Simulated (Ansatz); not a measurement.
We consider 1T (CdI2-type) SnSe2, described by PBE+SOC in Ansatz (plane waves, PAW).

Numerical settings: plane-wave cutoff 520 eV, 12×12×6 k mesh (along the axes of the cell as run), Fermi–Dirac smearing 0.01 eV, PAW data made under PBE.

Response to compression and expansion:

Shape and atoms are relaxed at each volume.

| V (Å³/atom) | P (GPa) | direct gap at Γ (eV) | smallest gap on the k mesh (eV) | c (Å) |
|---|---|---|---|---|
| 28.923 | 0.23 | 1.056 | 0.652 | 6.693 |
| 29.525 | 0.10 | 1.071 | 0.655 | 6.825 |
| 30.128 | 0.00 | 1.089 | 0.662 | 6.958 |
| 30.731 | -0.04 | 1.114 | 0.671 | 7.095 |
| 31.333 | -0.07 | 1.138 | 0.680 | 7.233 |

The fundamental gap (0.66 eV at the equilibrium volume, with added k points) lies elsewhere than Γ–Γ.

Measured, for comparison: band gap 0.98 eV (temperature not stated, not corrected to a static lattice, indirect, sources range from 0.98 to 1.06; as tabulated in Gonzalez and Oleynik (2016), arXiv:1609.04381).

Note: the cell comes from a level without a dispersion term, which matters for the spacing of layers, chains or molecules.

Ansatz is a program for electronic structure.
